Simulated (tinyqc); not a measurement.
Worked calculation: UHF in the sto-6g basis, for H2O, spin multiplicity 3. This run ends on a higher stationary point, not on the lowest solution. Computed by tinyqc, a small Python program that keeps every step (integrals from PySCF). Settings: charge = 0, multiplicity = 3, basis = sto-6g, energy threshold = 1e-10, iteration cap = 86, orthogonalisation = symmetric, start = Wolfsberg-Helmholz matrix, DIIS depth = 0, shift = 0.2, method = UHF. Command: `OMP_NUM_THREADS=1 python tinyqc.py 25321 25322 out.jsonl` (the two numbers bound the seeds that draw the settings). One thread of a shared host (Intel(R) Xeon(R) Processor @ 2.60GHz), about 0.1 s of CPU time with the checks.

Geometry (angstrom):

| atom | x | y | z |
|---|---|---|---|
| O | 0.000000 | 0.000000 | 0.000000 |
| H | 0.000000 | 0.816000 | 0.523000 |
| H | 0.000000 | -0.816000 | 0.523000 |

Stop when the energy changes by less than 1e-10 hartree and every element of the error matrix X^T (F D S - S D F) X (for each spin) is below 3e-06.

Course of the cycle:

| iteration | E (hartree) | change | largest element of the error matrix |
|---|---|---|---|
| 1 | -75.00012822 | - | 2.38e-01 |
| 2 | -75.14829639 | -1.48e-01 | 6.78e-02 |
| 3 | -75.17499603 | -2.67e-02 | 3.28e-02 |
| 4 | -75.18004933 | -5.05e-03 | 1.52e-02 |
| 5 | -75.18100569 | -9.56e-04 | 7.08e-03 |
| 6 | -75.18120401 | -1.98e-04 | 3.38e-03 |
| 7 | -75.18125298 | -4.90e-05 | 1.78e-03 |
| 8 | -75.18126799 | -1.50e-05 | 1.13e-03 |
| 9 | -75.18127354 | -5.56e-06 | 7.34e-04 |
| 10 | -75.18127587 | -2.33e-06 | 4.88e-04 |
| 11 | -75.18127691 | -1.04e-06 | 3.29e-04 |
| 12 | -75.18127740 | -4.85e-07 | 2.24e-04 |
| 13 | -75.18127763 | -2.29e-07 | 1.53e-04 |
| 14 | -75.18127773 | -1.09e-07 | 1.05e-04 |
| 15 | -75.18127779 | -5.24e-08 | 7.25e-05 |
| 16 | -75.18127781 | -2.52e-08 | 5.01e-05 |
| 17 | -75.18127782 | -1.21e-08 | 3.46e-05 |
| 18 | -75.18127783 | -5.84e-09 | 2.40e-05 |
| 19 | -75.18127783 | -2.82e-09 | 1.66e-05 |
| 20 | -75.18127784 | -1.36e-09 | 1.15e-05 |
| 21 | -75.18127784 | -6.54e-10 | 7.99e-06 |
| 22 | -75.18127784 | -3.15e-10 | 5.54e-06 |
| 23 | -75.18127784 | -1.52e-10 | 3.85e-06 |
| 24 | -75.18127784 | -7.33e-11 | 2.67e-06 |

Can the last value be used, and what does the course show?

No, though the log alone does not show it. Converged in 24 iterations. But the solution lies 0.14557 hartree above the reference: it is another stationary point, not the lowest one. Reruns (cap 100 unless said): DIIS 8: converged in 10 to a higher stationary point; damping 0.5: converged in 51 to a higher stationary point; level shift 0.5: converged in 31 to a higher stationary point; atomic densities as start, DIIS 8: converged in 9. PySCF UHF in the same basis, after a stability check = -75.32684349 hartree.
